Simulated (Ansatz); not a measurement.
Complex (SMILES): C (CH4) with F (HF), atoms 1 to 5 the first; geometry from A24 set, monomers rigid:
```xyz
7

C      0.0000     0.0000     1.7707
H      0.5159    -0.8936     1.4203
H      0.0000     0.0000     2.8581
H      0.5159     0.8936     1.4203
H     -1.0319     0.0000     1.4203
H      0.0000     0.0000    -0.5488
F      0.0000     0.0000    -1.4680
```

Basis-set convergence of the uncorrected interaction energy at PBE with Ansatz (a first-principles code). Cartesian d functions, on some or all atoms, in 6-31G*, 6-31+G*, 6-31G**; all else is spherical. The program fits the integrals of some runs and decomposes those of others, by size. No added dispersion term, no relativity. Functions are those of the species that has most. Reference: the counterpoise-corrected one, the value in aug-pcseg-3, -1.65 kcal/mol. Deviations are taken from unrounded values.

```json
[
 {"basis": "STO-3G", "functions": "15"},
 {"basis": "3-21G", "functions": "28"},
 {"basis": "6-31G", "functions": "28"},
 {"basis": "6-31G*", "functions": "40"},
 {"basis": "6-31+G*", "functions": "48"},
 {"basis": "6-31G**", "functions": "55"},
 {"basis": "6-311G**", "functions": "66"},
 {"basis": "6-311+G**", "functions": "74"},
 {"basis": "aug-pcseg-1", "functions": "91"},
 {"basis": "6-311++G(2d,2p)", "functions": "104"},
 {"basis": "6-311++G(3df,3pd)", "functions": "168"},
 {"basis": "aug-pcseg-2", "functions": "207"},
 {"basis": "aug-pcseg-3", "functions": "415"}
]
```

Which is the smallest set listed that can be trusted to 0.2 kcal/mol here, that is, within that of the reference together with its larger relatives (same family, alike in diffuse functions; a set with none to test it counts only in the reference's own line)?

The smallest set listed that lies within 0.2 kcal/mol of the reference with all its larger relatives (same family, alike in diffuse functions; a set with none counts only in the reference's own line) is aug-pcseg-2 (207 functions, -0.02 kcal/mol off). Inside the window by cancellation, since a larger relative falls out: 6-31+G*, 6-311+G**, 6-311++G(2d,2p). Value minus reference: STO-3G 1.65, 3-21G -0.93, 6-31G -0.77, 6-31G* -0.40, 6-31+G* -0.10, 6-31G** -0.36, 6-311G** -0.83, 6-311+G** -0.01, aug-pcseg-1 -0.41, 6-311++G(2d,2p) -0.17, 6-311++G(3df,3pd) -0.28, aug-pcseg-2 -0.02, aug-pcseg-3 -0.01 kcal/mol.
